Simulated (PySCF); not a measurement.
Species: [AlMeH3]-, CH6Al (charge -1).
Bonds: Al1–C2. Hydrogens: H6, H7, H8 on Al1; H3, H4, H5 on C2.

Level of theory: PBE0-D3(BJ)/def2-SVP geometry optimisation, gas phase (PySCF).

Problem. List the bond lengths and angles at this level.

Solution. 
```json
{"bond": "Al1–C2", "length (pm)": "203.1"}
{"bond": "Al1–H6, Al1–H7, Al1–H8", "length (pm)": "165.5"}
{"bond": "C2–H3, C2–H4, C2–H5", "length (pm)": "110.7"}
```

Bonds in one row agree within 1 pm and their mean is given. A selection of angles:
```json
{"angle": "C2–Al1–H6", "degrees": "109.8"}
{"angle": "H6–Al1–H7", "degrees": "109.1"}
{"angle": "Al1–C2–H3", "degrees": "112.1"}
{"angle": "H3–C2–H4", "degrees": "106.7"}
```

Al1 (aluminium bonded to C and 3 H) is tetrahedral (angles from 109.1° to 109.8°).

No PBE0-D3(BJ)/def2-SVP frequencies stand behind this structure, so it isn't proved a minimum.
